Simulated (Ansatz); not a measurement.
Debugging a relaxed scan of one distance of CH5Si, SMILES [CH2][SiH3] (Ansatz's Python interface).

Contents of `ch5si.xyz`:
```text
7

C    -0.15000   -1.12810    0.04600
Si    0.11250    0.69030   -0.02910
H    -1.20650   -1.43880    0.31850
H     0.66620   -1.76200   -0.22830
H    -0.21040    1.20770   -1.39360
H    -0.72300    1.40190    0.97700
H     1.57250    0.96110    0.26380
```

Script `run_relaxed_scan.py`:
```python
import ansatz
import numpy as np


def main() -> None:
    mol = ansatz.Crystal.molecule_from_extxyz('ch5si.xyz')

    setup = (
        mol.calculation()
        .basis(gaussian='def2-SVP')
        .functional('pbe')
        .spin('collinear', total=1)
    )
    symbols = [site.symbol for site in mol.cartesian_sites]
    pairs = [(0, 1), (0, 2), (0, 3), (1, 4), (1, 5), (1, 6)]
    print('held (A)   E (eV)        ', '  '.join(f'{symbols[i]}{i}-{symbols[j]}{j}' for i, j in pairs))
    for length in [1.38, 1.49, 1.61, 1.79, 2.02]:
        r = setup.relax(constraints=[ansatz.DistanceConstraint((1, 4), at=length)], force_tolerance=0.02, max_steps=60).report
        xyz = np.array(r['positions_ang'])
        print(f'{length:6.2f} {r["free_energy_ev"]:14.5f}  ', '  '.join(f'{np.linalg.norm(xyz[i] - xyz[j]):.3f}' for i, j in pairs))


if __name__ == '__main__':
    main()
```

```console
$ python run_relaxed_scan.py
held (A)   E (eV)         C0-Si1  C0-H2  C0-H3  Si1-H4  Si1-H5  Si1-H6
Traceback (most recent call last):
  File "run_relaxed_scan.py", line 24, in <module>
    main()
    ~~~~^^
  File "run_relaxed_scan.py", line 18, in main
    r = setup.relax(constraints=[ansatz.DistanceConstraint((1, 4), at=length)], force_tolerance=0.02, max_steps=60).report
        ^^^^^^^^^^^^^^^^^^^^^^^^^^^^^^^^^^^^^^^^^^^^^^^^^^^^^^^^^^^^^^^^^^^^^^^^^^^^^^^^^^^^^^^^^^^^^^^^^^^^^^^^^^^^^^^^^^
AttributeError: 'Calculation' object has no attribute 'report'
$ echo $?
1
```

Why does it end like this?

The fault: the calculation is never run. The change:

```diff
--- before
+++ after
@@ -17,3 +17,3 @@
     for length in [1.38, 1.49, 1.61, 1.79, 2.02]:
-        r = setup.relax(constraints=[ansatz.DistanceConstraint((1, 4), at=length)], force_tolerance=0.02, max_steps=60).report
+        r = setup.relax(constraints=[ansatz.DistanceConstraint((1, 4), at=length)], force_tolerance=0.02, max_steps=60).run().report
         xyz = np.array(r['positions_ang'])
```

With that change:

```console
$ python run_relaxed_scan.py
held (A)   E (eV)         C0-Si1  C0-H2  C0-H3  Si1-H4  Si1-H5  Si1-H6
DeckWarning: relax.constraints: the input's atoms, or those drawn, lie off the distances that are held; a relaxation that starts there is brought onto them ahead of its first SCF, by positions alone, an atom by 5.73e-2 Å at the most. With the symmetry detection on, the symmetry is detected on the input's atoms as so [...]
  1.38    -8984.77578   1.861  1.103  1.103  1.380  1.508  1.507
  1.49    -8984.94445   1.857  1.103  1.103  1.490  1.506  1.506
  1.61    -8984.88391   1.853  1.104  1.104  1.610  1.505  1.505
  1.79    -8984.53902   1.845  1.103  1.103  1.790  1.503  1.503
  2.02    -8983.93656   1.830  1.103  1.103  2.020  1.500  1.500
```
(Warnings from the package without file and line, shortened, repeats left out.)

Total energies depend on the basis set; only differences at equal settings carry meaning. The energies are electronic: no zero-point or thermal terms, and the basis set is short of its limit. The species is open-shell (spin multiplicity 2). Hardware and time: 52 s on 1 thread of Arm Neoverse V1 (shared host), peak memory 0.2 GiB.

(Lines on the test bed's own set-up are left out of the output.)
